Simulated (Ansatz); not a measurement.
Two structures of CH$_{6}$BN, singlet, reached by relaxing down either side of one saddle point (PBE0-D4/def2-TZVP). Energies are electronic, without zero-point energy. Ansatz 0.2.0; basis: def2-TZVPP and def2-QZVPP; cores frozen in the correlated methods. Extrapolation: Hartree–Fock as exp(−7.88 √X), correlation as X^−2.97. First:

B1  (-0.572, -0.439, -0.937)
H2  (-0.717, -1.514, -0.399)
H3  (-1.613, 0.145, -1.175)
H4  (0.116, -0.471, -1.940)
N5  (0.197, 0.481, 0.060)
C6  (0.618, 0.211, 1.223)
H7  (0.387, 1.425, -0.267)
H8  (1.146, 0.947, 1.821)
H9  (0.438, -0.785, 1.613)
(Å)

Second:

```
9
angstrom
B -0.6047 -0.0326 -1.2714
H 0.1833 -1.2656 0.9154
H -0.8904 0.6964 -2.1770
H -0.8427 -1.2071 -1.2956
N 0.0214 0.4998 -0.1593
C 0.4416 -0.2126 1.0248
H 0.2230 1.4875 -0.1351
H -0.0540 0.1716 1.9217
H 1.5228 -0.1376 1.1765
```

Problem. Which bonds change from the first to the second?

Solution. CH₃N ([CH2][NH]) + BH₃ → CH₆BN ([BH2][NH][CH3]); bonds formed: H2–C6; dative contacts that become bonds: B1–N5; bonds broken: B1–H2.

Problem. Give the saddle point's structure and its height above each. (Judge from chemistry; the value comes from the calculation.)

Solution. By the calculation: 113.2 kJ/mol above the first and 254.4 kJ/mol above the second (CCSD(T) at an estimated basis limit (MP2 extrapolated from triple and quadruple zeta, plus CCSD(T) − MP2 in triple zeta)).
B1  (-0.481, -0.429, -0.816)
H2  (-0.985, -1.062, 0.114)
H3  (-1.362, 0.281, -1.239)
H4  (0.181, -1.098, -1.559)
N5  (0.522, 0.797, -0.169)
C6  (0.629, 0.135, 0.928)
H7  (0.055, 1.691, -0.064)
H8  (0.302, 0.509, 1.901)
H9  (1.139, -0.824, 0.904)
(Å)

T1 diagnostic: at most 0.017.

Labels in which every atom is bracketed show which atoms are joined, not bond orders.

For scale, one of the runs: CCSD(T)/def2-TZVPP, 177 basis functions, launched by `ansatz run in.yaml --threads 2 --pin off --events-out ev --progress --plain --max-ram 4352MiB`. The run took 26 s on 2 CPU threads of an Arm Neoverse V1 (shared host), with 1.7 GiB of host memory at its peak.
